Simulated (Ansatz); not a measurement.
We consider diamond-structure Si, described by r²SCAN in Ansatz (PAW).

Numerical settings: plane-wave cutoff 560 eV, 12×12×12 k mesh, Fermi–Dirac smearing 0.01 eV, scalar-relativistic PAW data made under PBE.

Energies at three volumes about the minimum:

```json
[
 {"V (Å³/atom)": "19.767", "E − E_lowest (meV/atom)": "2.54"},
 {"V (Å³/atom)": "20.170", "E − E_lowest (meV/atom)": "0.00"},
 {"V (Å³/atom)": "20.573", "E − E_lowest (meV/atom)": "2.35"}
]
```

Problem. Fit a parabola by hand: where is the minimum, what lattice constant follows, and what is the bulk modulus?

Solution. Slopes: (0.00 − 2.54)/(20.170 − 19.767) = -6.303 and (2.35 − 0.00)/(20.573 − 20.170) = 5.831 meV/Å³. Curvature E″ = 2 × (5.831 − (-6.303))/(20.573 − 19.767) = 30.109 meV/Å⁶. From the middle of the first interval, the slope vanishes at V0 = 19.9685 − (-6.303)/30.109 = 20.178 Å³/atom. B = V0 E″ = 20.178 × 30.109 meV/Å³ × 0.1602 GPa per meV/Å³ = 97.3 GPa. With 8 atoms in the cube, a = (8 × 20.178)^(1/3) = 5.445 Å. The full Birch–Murnaghan fit to all volumes gives V0 = 20.171 Å³/atom and B0 = 96.9 GPa.

Measured, for comparison: bulk modulus 101 GPa (0 K value with zero-point phonon effects removed; as tabulated in Sun et al. (2011), doi:10.1103/physrevb.84.035117); lattice constant a 5.421 Å (static lattice: zero-point anharmonic expansion removed; as tabulated in Mejia-Rodriguez and Trickey (2018), arXiv:1807.09216). Computed less measured: bulk modulus -4.1 %.

Ansatz is an electronic-structure program.
